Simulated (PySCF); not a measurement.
# CH2Si (Methylidenesilylene): the cost of one run

Computed with PySCF 2.14.0, with density-fitted response routines of our own, on a single molecule in the gas phase. Atoms are numbered from 0 throughout.

### 1 Starting geometry

4 atoms, charge 0, multiplicity 1; geometry from: GFN2-xTB. The atoms were then displaced at random by about 0.01 Å, so the start is not that level's minimum.

Bonds of the start (Å): C0–Si1 1.73, C0–H2 1.13, C0–H3 1.05.

### 2 Optimising the geometry at PBE0-D3(BJ)/def2-SVP

What the job is given:

```
{"job": {"xc": "PBE0", "basis": "def2-SVP", "d3": "d3bj", "grid": 1, "shake": 0.01, "kind": "geom"}, "charge": 0, "multiplicity": 1}
C     -0.117370    -0.012080    -0.192000
Si     1.575720    -0.141790    -0.534630
H     -0.768040     0.817380    -0.589570
H     -0.652310    -0.688880     0.411560
```

Run with:

```
OMP_NUM_THREADS=1 python probes_run.py task.json out
```

This one command runs all jobs of the session in turn.

**Question.** How long does this first job take on 1 thread of Arm Neoverse V2, shared host, and how much memory does it need?

About 2.1 s, with a peak of 0.26 GiB.
